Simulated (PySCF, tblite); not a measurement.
**fluoromethane and ammonia**

A gas-phase complex of fluoromethane and ammonia; neutral, singlet. The structure comes from a short search (6 tight-binding starts) and was relaxed by PBE0-D3(BJ)/def2-TZVPD; another way of binding may lie lower. No frequency run checks that it is a minimum.

```tsv
part	name	SMILES	atoms	charge	multiplicity
1	fluoromethane	CF	1–5	0	1
2	ammonia	N	6–9	0	1
```

Coordinates in Å:
```
C1      0.130   -0.139    0.091
F2      0.996    0.818    0.593
H3      0.663   -0.733   -0.655
H4     -0.192   -0.782    0.914
H5     -0.728    0.362   -0.362
N6     -2.271    2.089   -1.351
H7     -3.282    2.059   -1.413
H8     -2.036    2.849   -0.724
H9     -1.928    2.351   -2.268
```

```csv
contact,kind (by geometry),distance (Å),angle (°)
H5···N6,C–H hydrogen bond,2.518,164
```

Interaction energies are complex less parts, with the parts frozen as they stand in it; counterpoise-corrected, in kcal/mol (PySCF). The CCSD(T) estimate is Hartree-Fock/aug-cc-pVQZ, plus the MP2 correlation part extrapolated as X⁻³ from aug-cc-pVTZ and aug-cc-pVQZ, plus CCSD(T) less MP2 in aug-cc-pVDZ; noble-gas cores are frozen. It isn't the exact limit.

```
                   level  interaction  superposition error removed
Hartree-Fock/aug-cc-pVQZ        -0.86                            -
 wB97M-D3(BJ)/def2-TZVPD        -1.94                        -0.16
  PBE0-D3(BJ)/def2-TZVPD        -2.16                        -0.13
         MP2/aug-cc-pVQZ        -1.84                        -0.12
```

Q: What does CCSD(T) at its estimated basis limit give, and which of these levels comes nearest?

A: -1.93 kcal/mol. wB97M-D3(BJ)/def2-TZVPD and MP2/aug-cc-pVQZ come equally near, within the error of the estimate; the errors are Hartree-Fock/aug-cc-pVQZ +1.07, wB97M-D3(BJ)/def2-TZVPD -0.01, PBE0-D3(BJ)/def2-TZVPD -0.24, MP2/aug-cc-pVQZ +0.09.

Q: What holds them together? Decompose the wB97M-D3(BJ)/def2-TZVPD energy: frozen parts, their antisymmetrised product, then relaxation.

A: electrostatic -3.0, Pauli repulsion +2.4, orbital relaxation -0.9, dispersion correction -0.6 kcal/mol, which sum to the value before the counterpoise correction; the Pauli term holds the exchange-correlation of the frozen density too. Of the attraction, 67 % is electrostatic, 20 % is orbital relaxation, 13 % is dispersion correction.

The parts were also relaxed and run alone, at the levels used for the complex: shieldings by PBE0/pcSseg-2; core levels by delta-SCF with SCAN, pcX-2 on the ionised atom and pcseg-1 elsewhere, spin-free X2C.

Values alone: C1–H5 bond (Å): 1.092; shielding of H5 (ppm): 27.18; shielding of N6 (ppm): 263.7; shielding of C1 (ppm): 110.5; C1 1s core level (eV): 293.50; F2 1s core level (eV): 692.75; N6 1s core level (eV): 405.54.

Q: How do these values change when the complex forms?

A: 
```tsv
property	alone	in the complex	change
C1–H5 bond (Å)	1.092	1.092	0.000
shielding of H5 (ppm)	27.18	25.62	-1.56
shielding of N6 (ppm)	263.7	259.5	-4.2
shielding of C1 (ppm)	110.5	109.3	-1.2
C1 1s core level (eV)	293.50	292.73	-0.77
F2 1s core level (eV)	692.75	692.21	-0.55
N6 1s core level (eV)	405.54	405.66	+0.12
```
